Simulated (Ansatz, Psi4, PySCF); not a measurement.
Species: C$_{3}$H$_{7}$O (charge 0, doublet). SMILES: C(O[CH2])C
Structure (B3LYP-D3(BJ)/def2-TZVP (Ansatz, a quantum-chemistry and plane-wave program) minimum search):
```
C
H 1 1.0952
H 1 1.0964 2 108.03
O 1 1.4286 2 108.88 3 118.11
C 4 1.3512 1 115.56 2 -61.12
H 5 1.0790 4 114.10 1 -176.72
H 5 1.0841 6 121.70 4 -153.39
C 1 1.5112 2 111.27 3 -122.27
H 8 1.0905 1 110.64 2 -59.80
H 8 1.0906 9 108.44 1 121.62
H 8 1.0913 9 108.46 10 117.63
```
Charge 0, spin multiplicity 2.

Property: atomisation energy, in kcal/mol. Set-up: atomisation electronic, to ground-state atoms; valence correlation only; UHF or UKS for open shells; 6-31G* and kin with 6d, 5d where marked; no spin-orbit coupling; no dispersion term unless named; non-relativistic; 6-311+G** with 5d. CBS(X,Y): correlation extrapolated as X^-3; Hartree-Fock from the larger set. The bracket is a focal-point correction in the basis named. First-principles rows: single points at B3LYP-D3(BJ) geometries (Ansatz).

Coupled cluster (Ansatz) is a level with limits of its own, used here on species with T1 under 0.025 (0.045 for open shells) and stable references: RI-MP2/CBS(cc-pVTZ,cc-pVQZ)+[CCSD(T)-MP2]/cc-pVDZ.

Value to compare with, RI-MP2/CBS(cc-pVTZ,cc-pVQZ)+[CCSD(T)-MP2]/cc-pVDZ (Ansatz): 993.5 kcal/mol.

| level | program | atomisation energy (kcal/mol) | difference |
|---|---|---|---|
| HF/3-21G | Ansatz | 690.0 | -303.5 |
| HF/6-31G* | Ansatz | 729.0 | -264.5 |
| BLYP/6-31G* | Ansatz | 989.1 | -4.4 |
| BP86/def2-SVP | PySCF | 1029.6 | 36.1 |
| B3LYP/6-31G* | Ansatz | 991.2 | -2.3 |
| B3LYP/6-31G** | Ansatz | 997.5 | 4.0 |
| B3LYP/def2-SVP | Ansatz | 996.4 | 2.9 |
| B3LYP/cc-pVDZ | Ansatz | 976.3 | -17.2 |
| B3LYP/6-311+G** | Ansatz | 983.9 | -9.6 |
| wB97X-D/6-31G* | Psi4 | 994.2 | 0.7 |
| wB97X-D/6-311+G** | Psi4 | 986.1 | -7.4 |
| MP2/STO-3G | Ansatz | 979.1 | -14.4 |
| MP2/3-21G | Ansatz | 847.6 | -145.9 |
| MP2/6-31G* | Ansatz | 913.6 | -79.9 |
| B3LYP-D3(BJ)/def2-TZVPD | Ansatz + dftd3 | 995.4 | 1.9 |

Among the 14 habitual levels, HF/3-21G lies farthest from RI-MP2/CBS(cc-pVTZ,cc-pVQZ)+[CCSD(T)-MP2]/cc-pVDZ (Ansatz) (-303.5 kcal/mol) and wB97X-D/6-31G* nearest (0.7); 4 of 14 lie above it, and their mean absolute difference is 63.8 kcal/mol, the median 12.0. One case shows no general order.

The levels are drawn from those run, B3LYP/6-31G* more often than the rest, none by its result; runs whose electronic state is in doubt are left out.
